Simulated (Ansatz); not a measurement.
# Si2H5O+ (SMILES [OH+]=[SiH][SiH3]): single points off equilibrium

An exercise on one series of results from a longer session: the logs are not shown, and one member is left open.

Method: single points in def2-TZVPP; program: Ansatz 0.2.0, Gaussian basis.

Cores are frozen in the correlated methods.

## Where the work starts

SMILES `[OH+]=[SiH][SiH3]`, 8 atoms, charge 1, spin multiplicity 1.

Atoms are counted from 1 here; the program's logs count them from 0.

Bond lengths: O1–Si2 1.514 Å, O1–H4 1.244 Å, Si2–H5 1.627 Å, Si3–H6 1.387 Å, Si3–H7 1.365 Å, Si3–H8 1.509 Å. Angles: Si2–O1–H4 133.8°, O1–Si2–H5 102.8°, H6–Si3–H7 136.2°, H6–Si3–H8 120.1°, H7–Si3–H8 94.7°.

Geometry (Å):

```
O    -1.6110    0.6146   -1.2113
Si   -0.1584    0.7465   -0.8047
Si    0.9771   -0.6589    1.1037
H    -2.3779   -0.3529   -1.3676
H     0.2874    2.1447   -1.5080
H     0.9221    0.1999    2.1911
H     1.9540   -1.1613    0.2941
H     0.1464   -1.9181    1.0922
```

The first run:

The input, run/in.yaml:

```yaml
crystal:
  periodic: [false, false, false]
  atoms:
    - {symbol: O, position_ang: [-1.611000, 0.614600, -1.211300]}
    - {symbol: Si, position_ang: [-0.158400, 0.746500, -0.804700]}
    - {symbol: Si, position_ang: [0.977100, -0.658900, 1.103700]}
    - {symbol: H, position_ang: [-2.377900, -0.352900, -1.367600]}
    - {symbol: H, position_ang: [0.287400, 2.144700, -1.508000]}
    - {symbol: H, position_ang: [0.922100, 0.199900, 2.191100]}
    - {symbol: H, position_ang: [1.954000, -1.161300, 0.294100]}
    - {symbol: H, position_ang: [0.146400, -1.918100, 1.092200]}
basis:
  gaussian: {orbitals: def2-TZVPP}
total_charge: 1
correlation: {method: ccsd_t}
output: {forces: true}
```

The command line of these runs was not kept.

Steps of the session up to this table: CCSD(T)/def2-TZVPP; PBE0-D4/def2-TZVPP; wB97M-V/def2-TZVPP; r2SCAN-D4/def2-TZVPP; PBE-D4/def2-TZVPP; r2SCANh-D4/def2-TZVPP; HSE06-D4/def2-TZVPP.

One of the session's tables, all rows but one given; the rest of the session is left out.

```
    method  RMS force component (eV/Å)  angle to CCSD(T) forces (°)
   CCSD(T)                       2.719                    reference
   PBE0-D4                       2.652                          2.1
   wB97M-V                           ?                            ?
 r2SCAN-D4                       2.631                          1.4
    PBE-D4                       2.641                          4.1
r2SCANh-D4                       2.637                          2.1
  HSE06-D4                       2.653                          2.1
```

**Question.** Estimate the row for wB97M-V.

The run gave: RMS force component (eV/Å): 2.674; angle to CCSD(T) forces (°): 1.5. In the column «RMS force component (eV/Å)» it lies between HSE06-D4 (2.653) and CCSD(T) (2.719).

Caveats from the session: The reference is not at the basis limit: in triple zeta CCSD(T) underbinds, which counts against methods that bind more; the gaps are no ranking.
